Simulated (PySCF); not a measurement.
# Solver options tried on AlH

The same problem is solved with other solver options, one edit a run.

Program: PySCF 2.14.0. Level of theory: method and basis as typed in the scripts. These are calculated values, not measurements.

1 further run of the same task is left out (it didn't finish).

## Step 1: The starting structure

AlH: 2 atoms, charge 0, spin multiplicity 1.

Bond lengths: Al1–H2 1.515 Å.

## Step 2: The run that the others are compared with

Input file input.py:

```python
from pyscf import gto, dft

mol = gto.M(
    atom='Al 0 0 0; H 0 0 1.515',
    basis='crenbl',
    ecp={'Al': 'crenbl'},
    charge=0,
    spin=0,
    verbose=4,
)
mf = dft.RKS(mol, xc='revtpss')
mf.kernel()
mf.mulliken_pop()
mf.dip_moment()
print('orbital energies (hartree):', mf.mo_energy[..., max(0, mol.nelec[1]-3):mol.nelec[0]+3].round(4))
```

Command:

```console
> python input.py
```

The log of this run is left out.

Base result: E(SCF) = -2.547515 Eh, 6 cycles, μ = 0.82 D.

The bond length is a typed value, not an optimised one.

## Step 3: Convergence threshold 0.001 hartree

Edit 1 changes convergence threshold: default → 0.001 hartree.

Input file input.py:

```python
from pyscf import gto, dft

mol = gto.M(
    atom='Al 0 0 0; H 0 0 1.515',
    basis='crenbl',
    ecp={'Al': 'crenbl'},
    charge=0,
    spin=0,
    verbose=4,
)
mf = dft.RKS(mol, xc='revtpss')
mf.conv_tol = 0.001
mf.kernel()
mf.mulliken_pop()
mf.dip_moment()
print('orbital energies (hartree):', mf.mo_energy[..., max(0, mol.nelec[1]-3):mol.nelec[0]+3].round(4))
```

Command:

```console
> python input.py
```

## Step 4: Level shift 1 hartree

Edit 2 changes level shift: none → 1 hartree.

Edit input.py of step 2 so:

```diff
@@ -11,2 +11,3 @@
 mf = dft.RKS(mol, xc='revtpss')
+mf.level_shift = 1.0
 mf.kernel()
```

## Step 5: Smearing width 0.001 hartree

Edit 3 changes smearing width: none → 0.001 hartree.

Edit input.py of step 2 so:

```diff
@@ -1,2 +1,2 @@
-from pyscf import gto, dft
+from pyscf import gto, dft, scf
 
@@ -11,2 +11,3 @@
 mf = dft.RKS(mol, xc='revtpss')
+mf = scf.addons.smearing_(mf, sigma=0.001, method='fermi')
 mf.kernel()
```

## Step 6: Damping 0.2

Edit 4 changes damping: none → 0.2.

Edit input.py of step 2 so:

```diff
@@ -11,2 +11,4 @@
 mf = dft.RKS(mol, xc='revtpss')
+mf.damp = 0.2
+mf.diis_start_cycle = 8
 mf.kernel()
```

## Step 7: Initial guess sap

Edit 5 changes initial guess: minao → sap.

Edit input.py of step 2 so:

```diff
@@ -11,2 +11,3 @@
 mf = dft.RKS(mol, xc='revtpss')
+mf.init_guess = 'sap'
 mf.kernel()
```

What does the calculation give? Wanted: for each run, E(SCF); from base; gap; SCF dipole.

**Answer**, as computed:

```
                                run  E(SCF) (hartree)  from base (eV)  cycles  gap (eV)  SCF dipole (D)
                               base         -2.547515               0       6      2.88            0.82
convergence threshold 0.001 hartree         -2.547515          0.0000       4      2.88            0.82
              level shift 1 hartree         -2.547515          0.0000      32      2.88            0.82
       smearing width 0.001 hartree         -2.547515          0.0000       6       n/a            0.82
                        damping 0.2         -2.547515          0.0000      10      2.88            0.82
                  initial guess sap         -2.547515          0.0000       7      2.88            0.82
```

Distance from each run's final energy (log10 hartree) by cycle:

```
                                run  cycle 1  cycle 2  cycle 3  cycle 5  cycle 8  cycle 12
                               base     -2.1     -2.6     -4.1     -9.1     done      done
convergence threshold 0.001 hartree     -2.1     -2.6     -4.1     done     done      done
              level shift 1 hartree     -1.5     -2.2     -2.6     -3.2     -3.9      -4.9
       smearing width 0.001 hartree     -2.1     -2.6     -4.1     -9.1     done      done
                        damping 0.2     -2.1     -3.1     -4.2     -6.2     -8.7      done
                  initial guess sap     -0.8     -1.1     -3.1     -6.5     done      done
```

No change of the SCF energy comes from convergence threshold 0.001 hartree or level shift 1 hartree or smearing width 0.001 hartree or damping 0.2 or initial guess sap. The base needs 6 cycles and the run with level shift 1 hartree needs 32.
